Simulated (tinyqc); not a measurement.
Hueckel theory of the pi electrons, for the molecule Oc1c[cH+]1 (SMILES; centres numbered as the heavy atoms are written), step by step. One step of it, computed by the program tinyqc.

Problem. Orbitals. Diagonalise; E = alpha + x beta with beta < 0, so the largest x are filled first; degenerate levels share their electrons. P = sum n_i c_ri c_si; each orbital has its largest coefficient positive (the first on a tie).

Hueckel matrix in units of beta (H = alpha + beta A), order 1O, 2C, 3C, 4C:
```
[[2.000000, 0.800000, 0.000000, 0.000000],
 [0.800000, 0.000000, 1.000000, 1.000000],
 [0.000000, 1.000000, 0.000000, 1.000000],
 [0.000000, 1.000000, 1.000000, 0.000000]]
```

pi electrons, sum of z_r less the charge = 4

Give: x values; occupations; coefficients; charge and bond-order matrix P.

Solution.

x values: [2.5263, 1.6126, -1.0000, -1.1389]

occupations: [2.0000, 2.0000, 0.0000, 0.0000]

coefficients, order 1O, 2C, 3C, 4C:
```
[[0.7444, 0.6345, 0.0000, -0.2079],
 [0.4898, -0.3072, 0.0000, 0.8159],
 [0.3209, -0.5015, 0.7071, -0.3815],
 [0.3209, -0.5015, -0.7071, -0.3815]]
```

charge and bond-order matrix P, order 1O, 2C, 3C, 4C:
```
[[1.9135, 0.3393, -0.1586, -0.1586],
 [0.3393, 0.6685, 0.6225, 0.6225],
 [-0.1586, 0.6225, 0.7090, 0.7090],
 [-0.1586, 0.6225, 0.7090, 0.7090]]
```
